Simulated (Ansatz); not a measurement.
Coupled-cluster diagnostics for Si(CN)H3 (CH3NSi), Ansatz.

Geometry of the singlet (PBE0-D4/def2-TZVP):

```csv
atom,x (Å),y (Å),z (Å)
Si1,-0.1056,0.4606,-0.3462
C2,0.2245,-0.9928,0.7470
N3,0.4354,-1.8982,1.4267
H4,1.2018,1.0501,-0.7073
H5,-0.9341,1.4157,0.4210
H6,-0.8220,-0.0353,-1.5412
```

Correlated methods freeze 7 core orbitals.

Problem. Estimate the CCSD(T) correlation energy, the shares of MP2 and (T), T1 and the reference's ⟨S²⟩ for: charge 0, singlet, own geometry in def2-TZVPP; charge 0, singlet, own geometry in def2-TZVPD; charge 1, doublet, vertical in def2-TZVPP; charge -1, doublet, vertical in def2-TZVPD; and the rough time on 4 threads of Intel Xeon on a shared host.

Solution. 
```tsv
state	basis	correlation (eV)	MP2 share (%)	(T) share (%)	T1	⟨S²⟩ (pure)	wall time	remarks
charge 0, singlet, own geometry	def2-TZVPP	-13.798	91.0	4.5	0.013	0.00 (0.00)	6.5 s	–
charge 0, singlet, own geometry	def2-TZVPD	-13.640	90.7	4.5	0.014	0.00 (0.00)	5.5 s	–
charge 1, doublet, vertical	def2-TZVPP	-12.326	85.6	4.2	0.053	0.76 (0.75)	26 s	large T1
charge -1, doublet, vertical	def2-TZVPD	-13.938	90.2	4.6	0.049	0.75 (0.75)	27 s	HOMO above zero, large T1
```
Customary marks for T1 are 0.02 (closed shells), 0.045 (open shells) and about 0.05 (3d metals). T1 exceeds 0.02 in 2 of 4 rows and 0.045 in 2; the higher it lies, the less the single-reference result can be trusted.
